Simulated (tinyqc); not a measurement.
Worked calculation: CIS on RHF in the sto-6g basis, for LiH, spin multiplicity 1. One step of it, computed by the program tinyqc.

Task: CIS matrix, singlets. A(ia,jb) = (e_a - e_i) d_ij d_ab + 2 (ia|jb) - (ij|ab).

orbital energies (hartree): MO1 -2.395793, MO2 -0.262774, MO3 0.075242, MO4 0.161609, MO5 0.161609, MO6 0.471965

Two-electron integrals over orbitals (pq|rs), unique and non-zero (hartree):
```
(11|11) 1.664998    (21|11) -0.102041   (21|21) 0.011224    (22|11) 0.338850
(22|21) 0.004331    (22|22) 0.472360    (31|11) -0.143421   (31|21) 0.011067
(31|22) -0.013048   (31|31) 0.023136    (32|11) 0.020937    (32|21) -0.002827
(32|22) -0.051627   (32|31) -0.000343   (32|32) 0.015195    (33|11) 0.398231
(33|21) -0.009779   (33|22) 0.216056    (33|31) 0.001229    (33|32) 0.010604
(33|33) 0.335708    (41|41) 0.010046    (42|41) 0.007166    (42|42) 0.021684
(43|41) 0.010303    (43|42) 0.019400    (43|43) 0.041540    (44|11) 0.396963
(44|21) -0.003597   (44|22) 0.257317    (44|31) -0.004768   (44|32) 0.008966
(44|33) 0.281733    (44|44) 0.313125    (51|51) 0.010046    (52|51) 0.007166
(52|52) 0.021684    (53|51) 0.010303    (53|52) 0.019400    (53|53) 0.041540
(54|54) 0.016875    (55|11) 0.396963    (55|21) -0.003597   (55|22) 0.257317
(55|31) -0.004768   (55|32) 0.008966    (55|33) 0.281733    (55|44) 0.279374
(55|55) 0.313125    (61|11) 0.070352    (61|21) -0.010066   (61|22) -0.007583
(61|31) -0.004836   (61|32) 0.002401    (61|33) 0.011781    (61|44) 0.001226
(61|55) 0.001226    (61|61) 0.011337    (62|11) -0.066875   (62|21) 0.002712
(62|22) 0.117567    (62|31) 0.002989    (62|32) -0.037327   (62|33) -0.018574
(62|44) -0.028062   (62|55) -0.028062   (62|61) 0.000118    (62|62) 0.128611
(63|11) 0.016409    (63|21) -0.002411   (63|22) -0.052278   (63|31) 0.004396
(63|32) 0.011361    (63|33) 0.035815    (63|44) 0.004210    (63|55) 0.004210
(63|61) 0.004135    (63|62) -0.033478   (63|63) 0.026575    (64|41) -0.006191
(64|42) -0.019213   (64|43) -0.013318   (64|64) 0.020045    (65|51) -0.006191
(65|52) -0.019213   (65|53) -0.013318   (65|65) 0.020045    (66|11) 0.361910
(66|21) 0.001745    (66|22) 0.443105    (66|31) -0.011161   (66|32) -0.044363
(66|33) 0.239332    (66|44) 0.264718    (66|55) 0.264718    (66|61) -0.004500
(66|62) 0.117071    (66|63) -0.043891   (66|66) 0.441635
```

Give: CIS matrix A, singlet.

Result:

CIS matrix A, singlet (hartree):
```
         1>3     1>4     1>5      1>6      2>3     2>4     2>5      2>6
1>3   2.1191  0.0000  0.0000  -0.0261   0.0091  0.0000  0.0000   0.0084
1>4   0.0000  2.1805  0.0000   0.0000   0.0000  0.0179  0.0000   0.0000
1>5   0.0000  0.0000  2.1805   0.0000   0.0000  0.0000  0.0179   0.0000
1>6  -0.0261  0.0000  0.0000   2.5285   0.0072  0.0000  0.0000  -0.0015
2>3   0.0091  0.0000  0.0000   0.0072   0.1524  0.0000  0.0000  -0.0224
2>4   0.0000  0.0179  0.0000   0.0000   0.0000  0.2104  0.0000   0.0000
2>5   0.0000  0.0000  0.0179   0.0000   0.0000  0.0000  0.2104   0.0000
2>6   0.0084  0.0000  0.0000  -0.0015  -0.0224  0.0000  0.0000   0.5489
```
